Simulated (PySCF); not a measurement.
Method: PBE-D3(BJ)/def2-TZVP // B3LYP-D3(BJ)/def2-TZVP (PySCF 2.14.0). Isolated molecules, 0 K electronic values unless said otherwise. 

Reference species (SMILES): `[SiH3]` (neutral, multiplicity 2).

```json
{
  "highest_occupied_spin_orbital": "-5.33 eV",
  "dipole_moment": "0.03 D"
}
```

Changed species: `[Cl][Ga][Cl]` (radical fragment; the reference has radical fragment).

Problem. What does the change do to the highest occupied spin orbital and dipole moment?

Solution. the highest occupied spin orbital falls by 0.73 eV, to -6.06 eV; the dipole moment rises by 1.61 D, to 1.64 D.
